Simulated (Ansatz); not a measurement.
We consider bcc Ta, described by BLYP (PAW; Ansatz, an electronic-structure program).

Run with plane-wave cutoff 520 eV, 24×24×24 k mesh, Fermi–Dirac smearing 0.05 eV, scalar-relativistic PAW data made under PBE.

A third-order Birch–Murnaghan fit to the energies gives V0 = 18.848 Å³/atom, B0 = 181 GPa, B′ = 4.0.

```json
[
 {"V (Å³/atom)": "17.719", "P (GPa)": "…"},
 {"V (Å³/atom)": "18.096", "P (GPa)": "8.00"},
 {"V (Å³/atom)": "18.473", "P (GPa)": "…"},
 {"V (Å³/atom)": "18.850", "P (GPa)": "-0.02"},
 {"V (Å³/atom)": "19.227", "P (GPa)": "…"},
 {"V (Å³/atom)": "19.604", "P (GPa)": "…"},
 {"V (Å³/atom)": "19.981", "P (GPa)": "-9.42"}
]
```

Task: Estimate the withheld pressures from this fit; the answers are the runs' own values.

Result: 
- 17.719, P (GPa): 12.66
- 18.473, P (GPa): 3.79
- 19.227, P (GPa): -3.47
- 19.604, P (GPa): -6.59

The formula P = (3/2) B0 (x^(7/3) − x^(5/3)) [1 + (3/4)(B′ − 4)(x^(2/3) − 1)] with x = V0/V meets the computed pressures within 0.02 GPa when these rounded values are put in.

Measured, for comparison: bulk modulus 198 GPa (corrected for temperature and zero-point phonon effects, our sources range from 194 to 203; as tabulated in Levämäki et al. (2014), arXiv:1402.3671); equilibrium volume per atom 17.95 Å³/atom (static lattice: zero-point anharmonic expansion removed; as tabulated in Mejia-Rodriguez and Trickey (2018), arXiv:1807.09216). Computed (rounded) less measured: bulk modulus -9 % (-7 % to -11 % over the range), equilibrium volume per atom +5.0 %.

Spin–orbit coupling is not included.

Computed values are for the static lattice.
